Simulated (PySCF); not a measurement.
# Core binding energy against partial charge

Species: methyl propyl ether, C₄H₁₀O.
SMILES with atom numbers: `[CH3:1][CH2:2][CH2:3][O:4][CH3:5]`

Binding energies: delta-SCF UKS SCAN, pcX-2 on the ionised atom, pcseg-1 elsewhere, spin-free X2C in PySCF 2.14.0. Charges: PBE0/pcSseg-1 ground-state density, for the ionised atom.

```json
{"atom": "C2", "environment": "chain CH2 carbon", "C 1s (eV)": "290.56", "Mulliken (e)": "-0.283", "IAO (e)": "-0.249", "Hirshfeld (e)": "-0.071", "ESP (e)": "+0.130"}
{"atom": "C1", "environment": "methyl carbon", "C 1s (eV)": "290.70", "Mulliken (e)": "-0.301", "IAO (e)": "-0.411", "Hirshfeld (e)": "-0.112", "ESP (e)": "-0.367"}
{"atom": "C3", "environment": "sp3 carbon bound to oxygen", "C 1s (eV)": "291.91", "Mulliken (e)": "+0.064", "IAO (e)": "-0.034", "Hirshfeld (e)": "+0.004", "ESP (e)": "+0.267"}
{"atom": "C5", "environment": "methoxy carbon", "C 1s (eV)": "292.13", "Mulliken (e)": "-0.037", "IAO (e)": "-0.192", "Hirshfeld (e)": "-0.040", "ESP (e)": "-0.043"}
```

Task: Give the correlation coefficient and slope of binding energy on charge for each scheme.

Result: Mulliken: r = 0.94, slope 4.2 eV per e; Hirshfeld: r = 0.80, slope 13.1 eV per e; IAO: r = 0.72, slope 3.8 eV per e; ESP: r = 0.38, slope 1.1 eV per e. Mulliken charges have the highest r, on only 4 points.

Task: The point-charge model writes a binding energy as kq + V + constant, with V the potential of the other atoms' charges at the site. What does it give with the ESP charges?

Result: V = Σ 14.40 eV Å × q/r over all other atoms: -1.48 eV at C2, +4.79 eV at C1, -3.54 eV at C3, -0.09 eV at C5. Fitting binding energy − V to q gives k = 14.0 eV per e and leaves an rms residual of 0.95 eV, against 0.65 eV for the fit on q alone. The model has no term for differences in relaxation between sites.

One conformer (not necessarily the lowest) at the PBE0-D3(BJ)/def2-SVP geometry, without solvent, vibrations or thermal averaging.

Shape of the structure used: `[CH3:1][CH2:2][CH2:3][O:4][CH3:5]`: C1–C2–C3–O4 180°, C2–C3–O4–C5 180°.
